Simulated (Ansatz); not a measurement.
# CHB (triplet): the correlation ladder at distance B1–C2 = 1.824 Å, 6-31G

How much of the correlation energy of CHB (triplet) does each wave-function method recover here?

Method: 6-31G, core rule «outside noble gas», up to 2 orbitals frozen; program: Ansatz 0.2.0, Gaussian basis.

The runs, in order: UHF; CCSD(T) on ROHF; CCSD(T) on UHF; BCCD(T) on ROHF; CISD; CCSDT(Q) on ROHF; CCSDT(Q) on UHF; CISDTQ; CCSDTQ on ROHF; CASSCF and MRCISD+Q, 4 electrons in 4 orbitals; CASSCF and NEVPT2, 4 electrons in 4 orbitals; CASSCF and MRCISD+Q, 8 electrons in 9 orbitals; CASSCF and NEVPT2, 8 electrons in 9 orbitals; Full CI.

25 further runs of the same task are left out: 2 for a mislabelled method, 1 for a known fault of the program, 18 that didn't finish, 4 set aside as unsound or not needed.

### 1 The geometry

The geometry derives from a PBE0/def2-TZVP stationary point (not a proven minimum). One bond is set to the value named and the two fragments are kept rigid.

3 atoms, charge 0, spin multiplicity 3.

Atoms are counted from 1 here; the program's logs count them from 0.

Bond lengths: C2–H3 1.071 Å.

### 2 UHF

Input file in.yaml:

```yaml
crystal:
  periodic: [false, false, false]
  atoms:
    - {symbol: B, position_ang: [0.000000, 0.000000, 1.572934]}
    - {symbol: C, position_ang: [0.000000, 0.000000, -0.251066]}
    - {symbol: H, position_ang: [0.000000, 0.000000, -1.321868]}
basis:
  gaussian: {orbitals: 6-31G}
magnetization: {spin_polarized: true, initial_magnetization: 2}
hamiltonian: {xc: hf}
output: {orbitals: {seedname: orbitals}}
```

Run with:

```sh
$ ansatz run in.yaml --threads 1 --pin off --events-out ev --progress --plain --max-ram 2393MiB
```

Further steps of the session: CCSD(T) on ROHF; CCSD(T) on UHF; BCCD(T) on ROHF; CISD; CCSDT(Q) on ROHF; CCSDT(Q) on UHF; CISDTQ; CCSDTQ on ROHF; CASSCF and MRCISD+Q, 4 electrons in 4 orbitals; CASSCF and NEVPT2, 4 electrons in 4 orbitals; CASSCF and MRCISD+Q, 8 electrons in 9 orbitals; CASSCF and NEVPT2, 8 electrons in 9 orbitals; Full CI.

Q: Predict the results of all the runs planned. Wanted: FCI below the RHF energy; RMP2 from FCI; UMP2 from FCI; RCCSD from FCI; RCCSD(T) from FCI; UCCSD(T) from FCI; RCCSDT(Q) from FCI; UCCSDT(Q) from FCI; NEVPT2 valence from FCI.

**Answer**, as computed:

| quantity | value |
| --- | --- |
| FCI below the RHF energy | -3.6479 eV |
| RMP2 from FCI | +107.8 kJ/mol |
| UMP2 from FCI | +102.9 kJ/mol |
| RCCSD from FCI | +12.6 kJ/mol |
| RCCSD(T) from FCI | +3.7 kJ/mol |
| UCCSD(T) from FCI | +3.7 kJ/mol |
| RCCSDT(Q) from FCI | +0.2 kJ/mol |
| UCCSDT(Q) from FCI | 0.0 kJ/mol |
| NEVPT2 valence from FCI | +27.6 kJ/mol |
| MRCISD+Q valence from FCI | +0.6 kJ/mol |
| levels within 1 kcal/mol (43 meV) | RCCSD(T), UCCSD(T), BCCD(T), RCCSDT, UCCSDT, CISDTQ, RCCSDT(Q), UCCSDT(Q), RCCSDTQ, MRCISD valence, MRCISD+Q valence |
| T1 diagnostic | 0.034 |
| effectively unpaired electrons | 2.12 |

What this shows: RCCSD(T) misses by +3.7 kJ/mol, 1.0 % of the correlation energy. One determinant dominates. Of the multireference levels listed MRCISD+Q valence comes nearest in total energy (+0.6 kJ/mol), which doesn't show that its space is the better one. Coupled cluster took another determinant than the lowest Hartree-Fock one. These misses are within one basis, not against nature; the frozen cores of restricted and unrestricted runs differ, which can shift their rows.
